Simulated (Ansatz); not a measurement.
Calcium, fcc: convergence with Gaussian smearing

Computed with Ansatz, r²SCAN, scalar-relativistic PAW, on the relaxed cell (a = 5.567 Å; spin not included). Errors count from a run at 500 eV on a Γ-centred 16×16×16 mesh with Fermi-Dirac smearing of 0.1 eV, extrapolated to zero width. Fixed here: cutoff 500 eV, mesh 10×10×10. The SCF starts from atomic densities corrected by a trained network.

```
width (eV)  E(σ→0) error (meV/atom)  F error (meV/atom)  P (GPa)  SCF iterations
      0.01                     -2.1                -2.1    -0.04               6
      0.03                     -2.2                -2.4    -0.04               6
       0.1                     -2.3                -4.7    -0.02               6
       0.2                     -1.8               -12.4    -0.01               6
       0.3                     -1.9               -25.7     0.01               6
       0.6                     -0.2               -97.0     0.08               6
       1.0                      1.0              -271.7     0.23               6
```
